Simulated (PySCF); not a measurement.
Compound: ammonium, NH4 (charge +1).
SMILES: `[NH4+]`

Closed-shell single points with PySCF (density fitting; grid level 2 and gas phase unless stated) on one GFN2-xTB geometry.

Question: Rank these settings by the HOMO energy, lowest first.
A. PBE0/def2-SVPD, energy threshold 1e-06 Eh
B. B3LYP/IGLO-III, IEF-PCM cyclohexane, start guess atom
C. OPBE/6-31++G**, grid level 4
D. X3LYP/6-311+G(2d,p), IEF-PCM acetone
E. B3LYP/def2-SVPD
F. HCTH407/pcSseg-1, damping 0.2 at the start, DIIS from the seventh cycle, fitting basis def2-universal-jkfit

Answer: A (-22.76 eV), E (-22.47 eV), F (-21.27 eV), C (-21.03 eV), B (-18.83 eV), D (-15.74 eV).

Question: Rank these settings by the number of (spherical) basis functions, lowest first.
A. X3LYP/6-311+G(2d,p), IEF-PCM acetone
B. OLYP/MINI
C. PBE0/pcSseg-1
D. B3LYP/IGLO-III, IEF-PCM cyclohexane, start guess atom
E. PBE0/def2-SVPD, energy threshold 1e-06 Eh
F. PBE0/def2-QZVP, start guess huckel

Answer: B (9), C (37), A (51), E (52), D (75), F (177).

All figures of these runs:

| settings | basis functions | SCF cycles | E (Eh) | HOMO (eV) | LUMO (eV) |
| --- | --- | --- | --- | --- | --- |
| PBE0/def2-SVPD, energy threshold 1e-06 Eh | 52 | 5 | -56.7923 | -22.76 | -5.83 |
| B3LYP/def2-SVPD | 52 | 8 | -56.8603 | -22.47 | -6.30 |
| X3LYP/6-311+G(2d,p), IEF-PCM acetone | 51 | 9 | -57.0169 | -15.74 | -0.34 |
| B3LYP/IGLO-III, IEF-PCM cyclohexane, start guess atom | 75 | 7 | -56.9952 | -18.83 | -3.20 |
| HCTH407/pcSseg-1, damping 0.2 at the start, DIIS from the seventh cycle, fitting basis def2-universal-jkfit | 37 | 11 | -56.8947 | -21.27 | -6.85 |
| OPBE/6-31++G**, grid level 4 | 42 | 9 | -56.8882 | -21.03 | -6.91 |
| PBE0/def2-QZVP, start guess huckel | 177 | 7 | -56.8598 | -22.71 | -6.00 |
| PBE0/pcSseg-1 | 37 | 9 | -56.8201 | -22.79 | -5.76 |
| OLYP/MINI | 9 | 8 | -56.3646 | -22.65 | -5.69 |

Cycle counts include a coarse-grid stage where the run had one. All basis functions are spherical, in the Pople sets too. Geometry: GFN2-xTB; no vibrations or thermal averaging.
